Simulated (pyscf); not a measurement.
## Four-centre exchange: H₃Si–SeH (SMILES [SiH3][SeH]) + HF (SMILES F) → H₂Se (SMILES [SeH2]) + F–SiH₃ (SMILES F[SiH3])

Gas phase, singlet surface, charge 0. Bonds broken: Se1–Si2, F7–H8. Bonds formed: Se1–H8, Si2–F7. Single points on ωB97X-D3(BJ)/def2-SVP structures (PySCF, gas phase). MP2 and CC: frozen core, UHF for open shells. ΔMP2 is the change of the MP2 total energy from the triple- to the quadruple-zeta basis.

Transition state (Å):

```xyz
8

Se     0.8438    -0.8362     0.9465
Si    -1.1899     0.7106     0.5156
H      0.3333    -1.9341     0.1188
H     -2.0261     1.5825    -0.3676
H     -2.0812    -0.4612     0.7413
H     -0.8633     1.5025     1.7255
F      0.1498     1.0853    -0.8485
H      0.8280     0.3530    -0.4130
```

One imaginary mode, 548i cm⁻¹; descent along it reached the two sides named, in the forms told below.

```tsv
bond	change	reactant side (Å)	saddle	product side
Se1–Si2	breaks	2.297	2.591	3.7
F7–H8	breaks	0.934	1.089	2.347
Se1–H8	forms	2.382	1.806	1.464
Si2–F7	forms	3.1	1.948	1.636
```

Electronic energies relative to the separated reactants (kJ/mol):

```json
[
 {"level": "ωB97X-D3(BJ)/def2-TZVP", "barrier": "106.1", "reaction energy": "-57.5", "reverse barrier": "163.6"},
 {"level": "PBE/def2-TZVP", "barrier": "75.7", "reaction energy": "-64.7", "reverse barrier": "140.4"},
 {"level": "r²SCAN/def2-TZVP", "barrier": "84.4", "reaction energy": "-72.8", "reverse barrier": "157.3"},
 {"level": "B3LYP-D3(BJ)/def2-TZVP", "barrier": "96.2", "reaction energy": "-75.2", "reverse barrier": "171.4"},
 {"level": "PBE0-D3(BJ)/def2-TZVP", "barrier": "93.1", "reaction energy": "-59.6", "reverse barrier": "152.7"},
 {"level": "M06-2X/def2-TZVP", "barrier": "102.9", "reaction energy": "-73.7", "reverse barrier": "176.7"},
 {"level": "ωB97M-D3(BJ)/def2-TZVP", "barrier": "99.9", "reaction energy": "-74.9", "reverse barrier": "174.8"},
 {"level": "HF/def2-TZVP", "barrier": "179.4", "reaction energy": "-91.1", "reverse barrier": "270.6"},
 {"level": "MP2/def2-QZVPP", "barrier": "109.1", "reaction energy": "-63.0", "reverse barrier": "172.1"},
 {"level": "CCSD/def2-TZVPP", "barrier": "128.0", "reaction energy": "-71.4", "reverse barrier": "199.3"},
 {"level": "CCSD(T)/def2-TZVPP", "barrier": "116.1", "reaction energy": "-68.4", "reverse barrier": "184.6"},
 {"level": "CCSD(T)/def2-TZVPP + ΔMP2(QZVPP)", "barrier": "115.6", "reaction energy": "-66.4", "reverse barrier": "181.9"}
]
```

With CCSD(T)/def2-TZVPP + ΔMP2(QZVPP) energies and thermal terms (ideal gas, 1 atm, RRHO with modes under 100 cm⁻¹ raised to 100, one conformer, R ln 2 for chiral ones without a mode under 150 cm⁻¹), in kJ/mol:

```
T (K)    ΔH‡    ΔG‡     ΔH     ΔG
-----  -----  -----  -----  -----
298    110.4  153.5  -70.9  -70.4
600    108.6  198.1  -74.2  -68.6
900    109.4  242.7  -76.2  -65.3
1200   111.1  287.0  -77.4  -61.4
```

On the reactant side the descent ends in a complex, 23.8 kJ/mol under the separated species and 129.9 kJ/mol under the saddle at ωB97X-D3(BJ)/def2-TZVP. One saddle was located; it need not be the lowest between these sides. The CCSD(T) − MP2 part came from Ansatz, without density fitting, on the same reference. The frozen core leaves the outer d or s,p core shells of the metals and heavy elements correlated in the MP2 and CC values, and def2-TZVPP describes them poorly, which can shift differences by a few kcal/mol. Elements up to Kr have no core potential and no relativistic terms here.
